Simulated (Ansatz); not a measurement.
A made-up structure of C2H5Si (charge -1), closed shell:

```
8
angstrom
C -0.7547 0.8907 -1.0969
C -0.1321 -0.2861 -0.9492
Si 0.5495 -0.7180 0.6795
H 0.0761 -1.1939 -1.4554
H -0.9029 1.6558 -0.3060
H 0.4188 0.2445 1.8715
H 2.0322 -0.9934 0.6347
H -0.0223 -2.0029 1.2257
```

It is relaxed with PBE-D4/def2-SVPD and then PBE0-D4/def2-TZVPD (Ansatz 0.2.0). Atoms count as bonded within 1.22 times the sum of their covalent radii (H–H: 0.88 Å). The end point is not checked to be a true minimum.

Question: Does its bonding change? (A judgement: the text doesn't fix the answer.)

Answer: The calculation gives: No: no bond forms or breaks.

Where it ends: The first stage lowers the energy by 0.71 eV in 7 steps. It ends as C₂H₅Si ([CH][CH][SiH3]), total charge -1:
```
8
angstrom
C -0.7919 0.8828 -1.1536
C -0.1457 -0.2859 -0.9050
Si 0.5765 -0.7532 0.7272
H -0.0286 -1.0259 -1.7114
H -0.8105 1.4977 -0.2240
H 0.3619 0.3267 1.7439
H 2.0670 -1.0308 0.7550
H 0.0359 -2.0147 1.3718
```

Labels in which every atom is bracketed show which atoms are joined, not bond orders.

For scale, one of the runs: PBE0-D4/def2-TZVPD relaxation, 162 basis functions, launched by `ansatz run in.yaml --threads 2 --pin off --events-out ev --progress --plain --max-ram 4352MiB`. Hardware: 2 CPU threads of an Arm Neoverse V1, shared host. Wall time about 35 s.
